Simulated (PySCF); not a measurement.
# Converging PH⁺ in the basis (CCSD(T))

PySCF, UHF reference; doublet, unpaired electrons π ↑; De to P⁺ + H without counterpoise correction. Frozen cores follow the default of each basis and core potential.

| basis | relativity | functions | Re (Å) | ωe (cm⁻¹) | De (eV) | frozen orbitals |
| --- | --- | --- | --- | --- | --- | --- |
| 6-31G(d,p) | no relativity | 23 | 1.420 | 2458 | 3.12 | 5 |
| cc-pV(D+d)Z/cc-pVDZ | no relativity | 28 | 1.436 | 2400 | 3.18 | 5 |
| def2-TZVPPD | no relativity | 65 | 1.426 | 2388 | 3.43 | 5 |

Task: How does each smaller set differ from the one with most functions, def2-TZVPPD?

Result: 6-31G(d,p): -0.6 pm, +2.9 % in ωe, -0.31 eV in De; cc-pV(D+d)Z/cc-pVDZ: +1.0 pm, +0.5 % in ωe, -0.25 eV in De. All at CCSD(T); the set with most functions is neither the basis-set limit nor always the best.

Correlated steps freeze 5 core orbitals. Correlated levels converge slowly with the basis: in double zeta they bind strong bonds too weakly, by up to about 1 eV, and carry superposition errors of some tenths. For an ion De counts to the pair picked by the measured ionisation energies or electron affinities, which need not be the lowest pair at this level. The state is the lowest determinant that a PBE0 search found; another state may lie lower at other levels.
